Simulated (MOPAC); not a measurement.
MOPAC input (PM3):

```
PM3 FORCE THERMO(298,298) PRECISE LET GEO-OK AUX(PRECISION=9) THREADS=1
C2H2O2

C    -0.00408185 1    0.76281701 1   -0.01441458 1
C     0.00408177 1   -0.76281598 1    0.01441456 1
O     1.03258754 1    1.38061948 1   -0.02601586 1
H    -0.97712278 1    1.27882043 1   -0.02423199 1
O    -1.03258788 1   -1.38061915 1    0.02601585 1
H     0.97712440 1   -1.27882531 1    0.02423208 1
```

Output:

```
 *******************************************************************************
 **                                                                           **
 **                              MOPAC v23.2.5                                **
 **                                                                           **
 *******************************************************************************
 ** MOPAC's Digital Object Identifier: https://doi.org/10.5281/zenodo.6511958 **
 **                                                                           **
 ** Please cite the open-source release paper for use of this MOPAC version:  **
 ** J. E. Moussa and J. J. P. Stewart (2026)                                  **
 ** MOPAC: An open-source semiempirical molecular orbital program             **
 ** J. Open Source Softw., 11(119), 8025, https://doi.org/10.21105/joss.08025 **
 *******************************************************************************

                              PM3 CALCULATION RESULTS

 *******************************************************************************
 *  PM3        - The PM3 Hamiltonian to be used
 *  GEO-OK     - OVERRIDE INTERATOMIC DISTANCE AND OTHER SAFETY CHECKS
 *  LET        - OVERRIDE SOME SAFETY CHECKS
 *  PRECISE    - TIGHTER CRITERIA TO BE USED
 *  FORCE      - FORCE CALCULATION SPECIFIED
 *  AUX        - OUTPUT AUXILIARY INFORMATION
 *  THERMO     - THERMODYNAMIC QUANTITIES TO BE CALCULATED
 *******************************************************************************
PM3 FORCE THERMO(298,298) PRECISE LET GEO-OK AUX(PRECISION=9) THREADS=1
 C2H2O2

   ATOM   CHEMICAL          X               Y               Z
  NUMBER   SYMBOL      (ANGSTROMS)     (ANGSTROMS)     (ANGSTROMS)

     1       C         -0.00408185  *   0.76281701  *  -0.01441458  *
     2       C          0.00408177  *  -0.76281598  *   0.01441456  *
     3       O          1.03258754  *   1.38061948  *  -0.02601586  *
     4       H         -0.97712278  *   1.27882043  *  -0.02423199  *
     5       O         -1.03258788  *  -1.38061915  *   0.02601585  *
     6       H          0.97712440  *  -1.27882531  *   0.02423208  *

          CARTESIAN COORDINATES

    NO.       ATOM           X           Y           Z

     1         C         -0.0041      0.7628     -0.0144
     2         C          0.0041     -0.7628      0.0144
     3         O          1.0326      1.3806     -0.0260
     4         H         -0.9771      1.2788     -0.0242
     5         O         -1.0326     -1.3806      0.0260
     6         H          0.9771     -1.2788      0.0242

  H: (PM3): J. J. P. STEWART, J. COMP. CHEM. 10, 209 (1989).
  C: (PM3): J. J. P. STEWART, J. COMP. CHEM. 10, 209 (1989).
  O: (PM3): J. J. P. STEWART, J. COMP. CHEM. 10, 209 (1989).

           Empirical Formula: C2 H2 O2  =     6 atoms

      MOLECULAR POINT GROUP   :   C2h

      RHF CALCULATION, NO. OF DOUBLY OCCUPIED LEVELS = 11

          HEAT OF FORMATION =     -64.355363 KCALS/MOLE

[...]
 TRAVEL (Ang.)       0.3592         C 1 -- C 2          +4.8% ( 22.9%)      0.1%
 REDUCED MASS        0.4448         C 1 -- O 3          +3.6% ( 20.1%)      0.2%
 EFFECTIVE MASS      2.0091
 FORCE CONSTANT      0.3618

 VIBRATION          8    3Ag         ATOM PAIR     ENERGY CONTRIBUTION    RADIAL
 FREQUENCY          1205.49         C 2 -- H 6         +38.6% ( 66.5%)      1.3%
 TRANSITION DIPOLE   0.0000         C 1 -- H 4         +38.6% ( 66.5%)      1.3%
 TRAVEL (Ang.)       0.3463         C 1 -- C 2         +12.4% ( 37.7%)     97.1%
 REDUCED MASS        0.4665         C 2 -- O 5          +5.2% ( 24.4%)      9.2%
 EFFECTIVE MASS      3.3234
 FORCE CONSTANT      0.3995

 VIBRATION          9    3Bu         ATOM PAIR     ENERGY CONTRIBUTION    RADIAL
 FREQUENCY          1988.87         C 1 -- O 3         +29.7% ( 70.7%)     99.8%
 TRANSITION DIPOLE   3.9343         C 2 -- O 5         +29.7% ( 70.7%)     99.8%
 TRAVEL (Ang.)       0.1017         C 1 -- C 2         +19.7% ( 57.6%)      8.9%
 REDUCED MASS        3.2757         C 1 -- H 4         +10.4% ( 41.8%)      7.3%
 EFFECTIVE MASS     13.5498         C 2 -- H 6         +10.4% ( 41.8%)      7.3%
 FORCE CONSTANT      7.6342

 VIBRATION         10    4Ag         ATOM PAIR     ENERGY CONTRIBUTION    RADIAL
 FREQUENCY          1993.29         C 2 -- O 5         +27.7% ( 70.5%)     99.8%
 TRANSITION DIPOLE   0.0000         C 1 -- O 3         +27.7% ( 70.5%)     99.8%
 TRAVEL (Ang.)       0.1015         C 1 -- C 2         +22.9% ( 64.1%)     33.6%
 REDUCED MASS        3.2849         C 2 -- H 6         +10.8% ( 43.9%)      6.4%
 EFFECTIVE MASS     13.2841         C 1 -- H 4         +10.8% ( 43.9%)      6.4%
 FORCE CONSTANT      7.6897

 VIBRATION         11    5Ag         ATOM PAIR     ENERGY CONTRIBUTION    RADIAL
 FREQUENCY          2944.45         C 1 -- H 4         +48.1% ( 70.8%)    100.0%
 TRANSITION DIPOLE   0.0000         C 2 -- H 6         +48.1% ( 70.8%)    100.0%
 TRAVEL (Ang.)       0.2220         C 1 -- C 2          +1.9% ( 14.1%)     15.2%
 REDUCED MASS        0.4645         C 1 -- O 3          +1.0% ( 10.0%)     43.1%
 EFFECTIVE MASS      1.5776
 FORCE CONSTANT      2.3727

 VIBRATION         12    4Bu         ATOM PAIR     ENERGY CONTRIBUTION    RADIAL
 FREQUENCY          2955.68         C 2 -- H 6         +48.2% ( 70.5%)    100.0%
 TRANSITION DIPOLE   0.0449         C 1 -- H 4         +48.2% ( 70.5%)    100.0%
 TRAVEL (Ang.)       0.2216         C 1 -- C 2          +1.5% ( 12.4%)      0.0%
 REDUCED MASS        0.4644         C 2 -- O 5          +1.0% ( 10.3%)     46.7%
 EFFECTIVE MASS      1.5713
 FORCE CONSTANT      2.3905

      SYMMETRY NUMBER FOR POINT-GROUP C2h =  2

          SYSTEM IS A GROUND STATE

 C2H2O2

          MOLECULE IS NOT LINEAR

          THERE ARE 12 GENUINE VIBRATIONS IN THIS SYSTEM
          THIS THERMODYNAMICS CALCULATION IS LIMITED TO
          MOLECULES WHICH HAVE NO INTERNAL ROTATIONS

                    CALCULATED THERMODYNAMIC PROPERTIES
                                          *
   TEMP. (K)   PARTITION FUNCTION   H.O.F.    ENTHALPY  HEAT CAPACITY ENTROPY
                                   KCAL/MOL   CAL/MOLE    CAL/K/MOL  CAL/K/MOL

 298.00  VIB.     0.1400D+02                   984.7215     6.3360     8.5490
         ROT.     0.1271D+05                   888.2803     2.9808    21.7606
         INT.     0.1780D+06                  1873.0018     9.3168    30.3096
         TRA.     0.4274D+27                  1480.4672     4.9680    38.0939
         TOT.                      -64.355    3353.4689    14.2848    68.4035

   *: NOTE: HEATS OF FORMATION ARE RELATIVE TO THE
            ELEMENTS IN THEIR STANDARD STATE AT 298K
              (=  Standard Enthalpy of Formation).

            Hvib:  Zero-point energy is not included.
                   frequencies of less than zero cm-1 are not included.
            Hrot = (3/2)RT
            Htra = (3/2)RT + pV = (5/2)RT

            Heat capacity is Cp, not Cv

          For more information, see: HTTP://OpenMOPAC.net/Manual/thermochemistry.html

           FORCE CONSTANT IN CARTESIAN COORDINATES (Millidynes/A)

    ATOM   CHEMICAL       X               Y               Z
   NUMBER   SYMBOL  FORCE CONSTANT  FORCE CONSTANT  FORCE CONSTANT

      1       C        9.921334       16.335913        2.265235
      2       C        9.921334       16.335913        2.265235
      3       O        5.160319       12.311512        0.249012
      4       H        1.724477        3.815414        0.294109
      5       O        5.160319       12.311512        0.249012
      6       H        1.724477        3.815414        0.294109

 **********************
 *                    *
 * JOB ENDED NORMALLY *
 *                    *
 **********************

 == MOPAC DONE ==
```
